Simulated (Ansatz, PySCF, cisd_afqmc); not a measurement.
System: F2, charge 0, singlet. F2 (SMILES FF).
B3LYP-D3(BJ)/def2-TZVP minimum from Ansatz (a program for electronic structure):
```
F
F 1 1.3965
```

Atomisation energy term by term, kcal/mol (programs: Ansatz, cisd_afqmc). Open shells are spin-unrestricted; no spin-orbit coupling. Correlated methods leave the cores frozen. Rows without X2C or -DK are non-relativistic. The Monte Carlo rows (phaseless AFQMC, CISD trial, step 0.005/hartree) carry one-sigma bars that omit the constraint's bias. Outlying blocks are dropped, and bars are widened where a walk drifts. Over all cases where full CI ran beside it in this data, AFQMC minus full CI had a median of +0.1 mEh and passed +0.4 mEh in a tenth of the cases. CBS(X,Y): correlation extrapolated as X^-3, Hartree-Fock from the larger set (Q,5: extrapolated as (X+1)exp(-9√X)). A bracket is a step between two methods taken in the basis named. '+ core + X2C': CCSD(T) terms for core correlation (cc-pwCVTZ) and scalar relativity (cc-pVTZ-DK). The restricted determinant of F2 (FF, singlet) is unstable towards broken spin symmetry in at least one set run.

```tsv
term	basis	kcal/mol
Hartree-Fock	CBS(cc-pVQZ,cc-pV5Z)	-36.03
CCSD correlation	CBS(cc-pVQZ,cc-pV5Z)	66.96
(T)	CBS(cc-pVQZ,cc-pV5Z)	7.41
CCSDT(Q) - CCSD(T)	cc-pVQZ	0.66
CCSDTQ - CCSDT(Q)	cc-pVDZ	-0.10
core correlation	cc-pwCVTZ	0.04
scalar relativity	X2C, cc-pVTZ-DK	-0.02
minus zero-point energy	Hessian by PySCF at B3LYP-D3(BJ)/def2-TZVP	-1.50
sum: D0		37.4
```

The step beyond CCSD(T) by other levels: CCSDTQ in cc-pVDZ 0.86; AFQMC/CISD in cc-pVDZ 0.63 ± 0.33; CCSDT(Q) in cc-pVDZ 0.96; AFQMC/CISD in cc-pVTZ 0.34 ± 0.14; CCSDT(Q) in cc-pVTZ 0.64; AFQMC/CISD in cc-pVQZ 0.39 ± 0.27 kcal/mol.
